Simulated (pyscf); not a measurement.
•HN–NH₂ (SMILES [NH]N) + SiH₄ (SMILES [SiH4]) -> H₂N–NH₂ (SMILES NN) + SiH₃• (SMILES [SiH3]) (hydrogen abstraction; doublet surface; H–Si broken, H–N formed). Structures and frequencies: ωB97X-D3(BJ)/def2-SVP in PySCF. Energies in kcal/mol from the separated reactants.

```csv
level,barrier,reaction energy
ωB97X-D3(BJ)/def2-TZVP,___,___
PBE/def2-TZVP,9.8,+8.3
r²SCAN/def2-TZVP,13.3,+9.3
PBE0-D3(BJ)/def2-TZVP,13.6,+7.7
ωB97M-D3(BJ)/def2-TZVP,___,+9.3
HF/def2-TZVP,36.5,+11.5
```

Q: What belongs in the gaps?

A: 
- ωB97X-D3(BJ)/def2-TZVP, barrier: 19.6
- ωB97X-D3(BJ)/def2-TZVP, reaction energy: +10.8
- ωB97M-D3(BJ)/def2-TZVP, barrier: 19.2

The functionals in the table span 9.8 kcal/mol in this barrier, from PBE to ωB97X-D3(BJ)/def2-TZVP. This is the saddle that the search found; another between the same sides may lie lower. The angle at the transferred H is 160°.
